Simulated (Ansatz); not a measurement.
Gas-phase electronic energies from Ansatz, PBE0-D4/def2-TZVP geometries. CBS: MP2 limit from def2 TZ/QZ plus the TZ coupled-cluster correction, frozen cores. This one scheme is used for every species. DFT in def2-TZVPP. B3LYP here is the variant with VWN-RPA as its local correlation; programs differ in this. One conformer a species, not always the lowest.

`C=CCC(F)S` → `[CH]F` + `C=CCS`  (formal loss of a carbene)

```csv
level,ΔE (kcal/mol),difference from CCSD(T)/CBS
PBE-D4,95.2,3.8
r2SCAN-D4,96.8,5.4
PBE0-D4,96.9,5.5
B3LYP-D4,90.7,-0.7
ωB97X-V,92.9,1.5
ωB97M-V,91.2,-0.2
B2PLYP,90.2,-1.2
PBE,93.0,1.6
r2SCAN,96.2,4.8
PBE0,95.0,3.6
B3LYP,87.2,-4.2
HF/def2-TZVPP,78.2,-13.2
MP2/def2-TZVPP,96.8,5.4
SCS-MP2/def2-TZVPP,91.9,0.5
CCSD/def2-TZVPP,88.9,-2.5
CCSD(T)/def2-TZVPP,90.0,-1.4
HF/def2-QZVPP,78.0,-13.4
MP2/def2-QZVPP,97.6,6.2
SCS-MP2/def2-QZVPP,92.5,1.1
HF/CBS(def2),77.9,-13.5
MP2/CBS(def2),98.2,6.8
CCSD/CBS(def2),90.3,-1.1
CCSD(T)/CBS,91.4,0
```

Largest T1 diagnostic among the species: 0.018.

From PBE to PBE0 (25 % exact exchange), in def2-TZVPP and without D4, ΔE moves by +2.0 kcal/mol. The D4 term adds +3.4 kcal/mol with B3LYP and +1.9 kcal/mol with PBE0; it sums over pairs of atoms, weighted by their polarisabilities, and B3LYP, whose exchange is more repulsive, gets the larger term. In def2-TZVPP, CCSD(T) changes the Hartree–Fock value by +11.8 kcal/mol (the triples alone add +1.1 kcal/mol) and MP2 by +18.6 kcal/mol.
